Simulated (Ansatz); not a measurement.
**CHOP: geometry and frequencies at several levels**

The task here is to estimate one member of a computed series from the others.

Computed with Ansatz 0.2.0 (the levels named in each step, unless a step's input says otherwise).

## The starting structure

Bond lengths: O1–C2 1.158 Å, C2–P3 1.640 Å, P3–H4 1.393 Å. Angles: O1–C2–P3 174.4°, C2–P3–H4 90.1°.

As a file:

```xyz
4

O     1.6465   -0.4595    0.2162
C     0.5291   -0.1771    0.1018
P    -1.0078    0.3235   -0.1777
H    -1.4703   -0.5363    0.8155
```

The first run:

Contents of input.yaml:

```yaml
crystal:
  periodic: [false, false, false]
  atoms:
    - { symbol: O, position_ang: [1.64648, -0.45946, 0.21619] }
    - { symbol: C, position_ang: [0.52907, -0.17711, 0.1018] }
    - { symbol: P, position_ang: [-1.00779, 0.32347, -0.17768] }
    - { symbol: H, position_ang: [-1.47025, -0.53633, 0.81545] }
basis:
  gaussian: { orbitals: def2-SVP }
hamiltonian:
  xc: pbe
  dispersion: d4
relax:
  f_tol: 0.03
  max_steps: 200
```

Command:

```console
$ ansatz run input.yaml --threads 2 --pin off --max-ram 5120MiB --backend cpu --events-out ev --progress --plain --runs-dir out
```

Among the steps run: A rough first relaxation, PBE-D4/def2-SVP; Relaxation, PBE0-D4/def2-TZVPP; Frequencies, PBE0-D4/def2-TZVPP; Relaxation, PBE-D4/def2-TZVPP; Frequencies, PBE-D4/def2-TZVPP; Relaxation, r2SCAN-D4/def2-TZVPP; Frequencies, r2SCAN-D4/def2-TZVPP; Relaxation, B3LYP-D4/def2-TZVPP; Frequencies, B3LYP-D4/def2-TZVPP; Relaxation, B2PLYP/def2-TZVPP; Frequencies, B2PLYP/def2-TZVPP.

One of the session's tables, all rows but one given; the rest of the session is left out.

```
               level  O1–C2 (Å)  C2–P3 (Å)  dipole (D)  highest frequency (cm⁻¹)
  PBE0-D4/def2-TZVPP     1.1486     1.6758        0.79                      2390
   PBE-D4/def2-TZVPP     1.1652     1.6830        0.84                      2309
r2SCAN-D4/def2-TZVPP     1.1552     1.6743        0.83                      2373
 B3LYP-D4/def2-TZVPP     1.1515     1.6818        0.82                      2366
   B2PLYP/def2-TZVPP          ?          ?           ?                         ?
```

**Question.** Estimate the row for B2PLYP/def2-TZVPP.

**Answer.** O1–C2 (Å): 1.1563; C2–P3 (Å): 1.6830; dipole (D): 0.75; highest frequency (cm⁻¹): 2405. In the column «O1–C2 (Å)» it lies between r2SCAN-D4/def2-TZVPP (1.1552) and PBE-D4/def2-TZVPP (1.1652).
